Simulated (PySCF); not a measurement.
Potential energy of SH⁻ along the bond

Set-up: PySCF, no relativity, basis sets H def2-TZVPPD, S def2-TZVPPD. Energies in eV from H + S⁻ in their ground configurations at the same level. State: ¹Σ⁺ (singlet), closed shell.

```csv
R (Å),BHandHLYP,r²SCAN
1.158,-3.275,-3.338
1.211,-3.605,-3.683
1.265,-3.788,-3.880
1.306,-3.850,-3.953
1.346,-3.861,-3.974
1.386,-3.831,-3.955
1.440,-3.740,-3.877
1.508,-3.567,-3.721
1.588,-3.301,-3.474
1.696,-2.893,-3.091
```

Question: Put a parabola through the three lowest points of the BHandHLYP curve and estimate Re, k and ωe (reduced mass 0.977 u; 1 eV/Å² = 0.16022 mdyn/Å; ωe = 1302.8·√(k/μ) cm⁻¹).

Answer: Through R = 1.306, 1.346, 1.386 Å the second-order coefficient is 12.8 eV/Å², so Re ≈ 1.337 Å, k ≈ 4.11 mdyn/Å and ωe ≈ 2671 cm⁻¹. A polynomial fit of higher order to the unrounded BHandHLYP energies gives Re = 1.335 Å, k = 4.28 mdyn/Å, ωe = 2728 cm⁻¹; anharmonicity and rounding make the difference.

The higher-order fit for each curve: BHandHLYP: Re = 1.335 Å, ωe = 2728 cm⁻¹, De = 3.86 eV; r²SCAN: Re = 1.345 Å, ωe = 2660 cm⁻¹, De = 3.97 eV.

For an ion De counts to the pair picked by the measured ionisation energies or electron affinities, which need not be the lowest pair at this level. The highest Kohn–Sham level is positive in this anion. Much of that is self-interaction error, but it also means that the finite basis helps to hold the extra electron.
